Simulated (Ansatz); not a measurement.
**SiH₄S (triplet): wave-function methods side by side at distance Si1–H5 along a hydrogen transfer = 1.956 Å, cc-pVDZ**

An exercise on one series of results from a longer session: the logs are not shown, and one member is left open.

The runs use Ansatz 0.2.0, Gaussian basis; cc-pVDZ, core rule «outside noble gas», up to 10 orbitals frozen.

Plan: UHF; CCSD(T) on ROHF; CCSD(T) on UHF; BCCD(T) on ROHF; CISD; CCSDT(Q) on ROHF; CCSDT(Q) on UHF; CASSCF and MRCISD+Q, 4 electrons in 4 orbitals; CASSCF and NEVPT2, 4 electrons in 4 orbitals.

11 further runs of the same task are left out: 1 for a mislabelled method, 7 that didn't finish, 3 set aside as unsound or not needed.

## What is computed

The geometry derives from fragments relaxed apart (PBE0/def2-TZVP) and kept rigid, so it is no stationary point. A hydrogen atom is moved between rigid fragments.

6 atoms, charge 0, spin multiplicity 3.

Atoms are counted from 1 here; the program's logs count them from 0.

Bond lengths: Si1–H2 1.485 Å, Si1–H3 1.485 Å, Si1–H4 1.485 Å. Angles: H2–Si1–H3 109.5°, H2–Si1–H4 109.5°, H3–Si1–H4 109.5°.

Coordinates:

```xyz
6

Si   -1.8509    0.0000    0.0000
H    -2.3458    1.3997    0.0000
H    -2.3458   -0.6999    1.2122
H    -2.3458   -0.6999   -1.2122
H     0.1051    0.0000    0.0000
S     1.8391    0.0000    0.0000
```

Set-up of the first run:

in.yaml

```yaml
crystal:
  periodic: [false, false, false]
  atoms:
    - {symbol: Si, position_ang: [-1.850901, 0.000000, 0.000000]}
    - {symbol: H, position_ang: [-2.345772, 1.399708, 0.000001]}
    - {symbol: H, position_ang: [-2.345772, -0.699854, 1.212183]}
    - {symbol: H, position_ang: [-2.345772, -0.699854, -1.212182]}
    - {symbol: H, position_ang: [0.105099, 0.000000, 0.000000]}
    - {symbol: S, position_ang: [1.839099, 0.000000, 0.000000]}
basis:
  gaussian: {orbitals: cc-pVDZ}
magnetization: {spin_polarized: true, initial_magnetization: 2}
hamiltonian: {xc: hf}
output: {orbitals: {seedname: orbitals}}
```

Run with:

```sh
> ansatz run in.yaml --threads 1 --pin off --events-out ev --progress --plain --max-ram 2393MiB
```

Steps of the session up to this table: UHF; CCSD(T) on ROHF; CCSD(T) on UHF; BCCD(T) on ROHF; CISD; CCSDT(Q) on ROHF; CCSDT(Q) on UHF; CASSCF and MRCISD+Q, 4 electrons in 4 orbitals; CASSCF and NEVPT2, 4 electrons in 4 orbitals.

One table of the session follows, with a row left open; its other results are not shown here.

| method | from UCCSDT(Q) (meV) |
| --- | --- |
| ROHF | +7684.6 |
| UHF | +7322.7 |
| RMP2 | +1502.2 |
| UMP2 | ? |
| CISD | +932.1 |
| RCCSD | +205.5 |
| UCCSD | +196.1 |
| RCCSD(T) | +42.3 |
| UCCSD(T) | +44.1 |
| BCCD(T) | +42.7 |
| RCCSDT | +9.6 |
| UCCSDT | +8.7 |
| RCCSDT(Q) | +0.3 |
| UCCSDT(Q) | 0 |
| CASSCF pair | +6929.5 |
| NEVPT2 pair | +1395.8 |
| MRCISD pair | +756.0 |
| MRCISD+Q pair | +56.0 |

**Question.** Estimate the row for UMP2.

As computed: from UCCSDT(Q) (meV): +1568.4. In the column «from UCCSDT(Q) (meV)» it lies between RMP2 (+1502.2) and CASSCF pair (+6929.5).

Limits of these values: Restricted and unrestricted rows rest on different reference determinants; where their highest levels disagree by more than a few hundredths of an eV, they describe different states and don't form one ladder.
